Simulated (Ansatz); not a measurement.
**Question.** Name a neutral molecule of C, F, S and H with HOMO–LUMO gap (ωB97M-V/def2-TZVPP) between 11.00 and 11.30 eV and HOMO energy (ωB97M-V/def2-TZVPP) between -9.65 and -9.35 eV (Ansatz, PBE0-D4/def2-TZVP geometry).

**Answer.** `C=CC(C)(F)S` (11.20 eV, -9.47 eV); `FC(S)S` (11.26 eV, -9.63 eV). Other molecules can fit too; these were computed, each in one conformer that needn't be the lowest.
